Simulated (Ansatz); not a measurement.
Consider the atomization: `CC=C(O)O` → 3 C• + 6 H• + 2 O•.

Computed with Ansatz on PBE0-D4/def2-TZVP structures; ΔE is electronic, products minus reactants. CBS: MP2 limit from def2 TZ/QZ plus the TZ coupled-cluster correction, frozen cores. This one scheme is used for every species, atoms too. DFT in def2-TZVPP. B3LYP here is the variant with VWN-RPA as its local correlation; programs differ in this. HSE06 is defined as in plane-wave codes. Open shells (•) are unrestricted, without spin–orbit coupling. Spin–orbit coupling would lower the free atoms: a little for C, O. One conformer a species, not always the lowest.

`CC=C(O)O`:

Cartesian coordinates in Å:
```
C -1.378 -0.637 -0.096
C -0.139 -0.285 0.658
C 0.889 0.401 0.163
O 1.968 0.726 0.896
O 1.014 0.878 -1.099
H -1.438 -1.706 -0.326
H -2.274 -0.384 0.477
H -1.471 -0.101 -1.047
H -0.048 -0.602 1.688
H 2.614 1.130 0.307
H 0.263 0.580 -1.621
```

```json
{"level": "HSE06-D4", "ΔE (kcal/mol)": "1077.9", "difference from CCSD(T)/CBS": "7.8"}
{"level": "BLYP", "ΔE (kcal/mol)": "1063.6", "difference from CCSD(T)/CBS": "-6.5"}
{"level": "B3LYP", "ΔE (kcal/mol)": "1062.9", "difference from CCSD(T)/CBS": "-7.2"}
{"level": "r2SCAN0", "ΔE (kcal/mol)": "1052.6", "difference from CCSD(T)/CBS": "-17.5"}
{"level": "BHLYP", "ΔE (kcal/mol)": "1024.1", "difference from CCSD(T)/CBS": "-46.0"}
{"level": "HF/def2-SVP", "ΔE (kcal/mol)": "769.4", "difference from CCSD(T)/CBS": "-300.7"}
{"level": "CCSD(T)/def2-SVP", "ΔE (kcal/mol)": "1018.3", "difference from CCSD(T)/CBS": "-51.8"}
{"level": "SCS-MP2/def2-TZVPP", "ΔE (kcal/mol)": "1055.6", "difference from CCSD(T)/CBS": "-14.5"}
{"level": "MP2/def2-QZVPP", "ΔE (kcal/mol)": "1082.7", "difference from CCSD(T)/CBS": "12.6"}
{"level": "HF/CBS(def2)", "ΔE (kcal/mol)": "758.4", "difference from CCSD(T)/CBS": "-311.7"}
{"level": "CCSD(T)/CBS", "ΔE (kcal/mol)": "1070.1", "difference from CCSD(T)/CBS": "0"}
```

Largest T1 diagnostic among the species: 0.011.

At CCSD(T), def2-SVP lies −51.8 kcal/mol from the extrapolated value and def2-TZVPP −28.1 kcal/mol: correlation converges slowly with the basis, and small sets miss more of it in the bonded molecule than in its fragments. The D4 term adds +6.5 kcal/mol with B3LYP and +3.4 kcal/mol with PBE0; it sums over pairs of atoms, weighted by their polarisabilities, and B3LYP, whose exchange is more repulsive, gets the larger term. From BLYP to BHLYP (50 % exact exchange), in def2-TZVPP and without D4, ΔE moves by −39.5 kcal/mol: exact exchange takes away binding that semilocal exchange gives to molecules.

For atomizations the MP2-based limit and the directly extrapolated one differ by several kJ/mol either way, and by 10 to 25 for some Ge, Se and Sn compounds, so smaller differences from it don't rank the levels.
